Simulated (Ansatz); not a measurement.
# CH₄NO+ (SMILES N[CH+]O): functionals against CCSD(T) at one geometry

The atoms stand at a frame of a short trajectory. How far do the functionals agree with CCSD(T) there?

Computed with Ansatz 0.2.0, Gaussian basis. Level: single points in def2-TZVPP.

Cores are frozen in the correlated methods.

## Step 1: The starting structure

SMILES `N[CH+]O`, 7 atoms, charge 1, spin multiplicity 1.

Atoms are counted from 1 here; the program's logs count them from 0.

Bond lengths: N1–C2 1.302 Å, N1–H4 1.048 Å, N1–H5 1.081 Å, C2–O3 1.250 Å, C2–H6 1.105 Å, O3–H7 0.992 Å. Angles: C2–N1–H4 111.5°, C2–N1–H5 114.7°, H4–N1–H5 122.1°, N1–C2–O3 126.6°, N1–C2–H6 117.7°, O3–C2–H6 114.6°, C2–O3–H7 109.8°.

Coordinates:

```xyz
7
charge 1, multiplicity 1
N    -0.80762    0.02414   -0.29276
C     0.34120    0.31717    0.24643
O     1.29136   -0.46915    0.44999
H    -0.71259   -0.72849   -1.01583
H    -1.47203    0.86606   -0.42497
H     0.43659    1.29575    0.75096
H     1.12458   -1.32744   -0.01877
```

## Step 2: PBE-D4/def2-TZVPP

run/in.yaml reads:

```yaml
crystal:
  periodic: [false, false, false]
  atoms:
    - {symbol: N, position_ang: [-0.807616, 0.024144, -0.292760]}
    - {symbol: C, position_ang: [0.341204, 0.317166, 0.246425]}
    - {symbol: O, position_ang: [1.291363, -0.469149, 0.449993]}
    - {symbol: H, position_ang: [-0.712595, -0.728493, -1.015834]}
    - {symbol: H, position_ang: [-1.472033, 0.866059, -0.424969]}
    - {symbol: H, position_ang: [0.436590, 1.295753, 0.750955]}
    - {symbol: H, position_ang: [1.124578, -1.327442, -0.018767]}
basis:
  gaussian: {orbitals: def2-TZVPP}
total_charge: 1
hamiltonian: {xc: pbe, dispersion: d4}
output: {forces: true}
```

Run with:

```bash
ansatz run in.yaml --threads 2 --pin off --events-out ev --progress --plain --max-ram 3481MiB
```

## Step 3: r2SCAN-D4/def2-TZVPP

run/in.yaml, as its differences from that of step 2:

```diff
@@ -13,3 +13,3 @@
 total_charge: 1
-hamiltonian: {xc: pbe, dispersion: d4}
+hamiltonian: {xc: r2scan, dispersion: d4}
 output: {forces: true}
```

## Step 4: PBE0-D4/def2-TZVPP

run/in.yaml, as its differences from that of step 3:

```diff
@@ -13,3 +13,3 @@
 total_charge: 1
-hamiltonian: {xc: r2scan, dispersion: d4}
-output: {forces: true}
+hamiltonian: {xc: pbe0, dispersion: d4}
+output: {forces: true, orbitals: {seedname: orbitals}}
```

## Step 5: wB97M-V/def2-TZVPP

run/in.yaml, as its differences from that of step 4:

```diff
@@ -13,3 +13,3 @@
 total_charge: 1
-hamiltonian: {xc: pbe0, dispersion: d4}
-output: {forces: true, orbitals: {seedname: orbitals}}
+hamiltonian: {xc: {name: wB97M-V}}
+output: {forces: true}
```

## Step 6: CCSD(T)/def2-TZVPP

run/in.yaml, as its differences from that of step 5:

```diff
@@ -13,3 +13,3 @@
 total_charge: 1
-hamiltonian: {xc: {name: wB97M-V}}
+correlation: {method: ccsd_t}
 output: {forces: true}
```

(Steps that only read results are left out.)

**Question.** What will these runs give? Wanted: energy less free atoms, CCSD(T)/def2-TZVPP; RMS force component; RMS force error; HOMO and LUMO, PBE0-D4; T1 diagnostic.

The runs gave:

```
                                  quantity                                                             value
energy less free atoms, CCSD(T)/def2-TZVPP                                                        -18.649 eV
                       RMS force component                              1.225 to 1.350 eV/Å over the methods
                           RMS force error  PBE-D4 0.222, r2SCAN-D4 0.121, PBE0-D4 0.218, wB97M-V 0.137 eV/Å
                    HOMO and LUMO, PBE0-D4                                               -16.13 and -7.30 eV
                             T1 diagnostic                                                             0.016
```

**Reading.** Against CCSD(T) the functionals' energies less atoms differ by -1.830 to -0.848 eV, PBE-D4 by -1.830 eV. A larger basis would deepen the CCSD(T) value, while the functionals are nearly converged already, so the order here is not reliable. The forces of r2SCAN-D4 come nearest to CCSD(T), those of PBE-D4 are farthest. Frozen-core CCSD(T) forces in triple zeta carry basis errors of their own, and this is one geometry, so small gaps rank nothing.
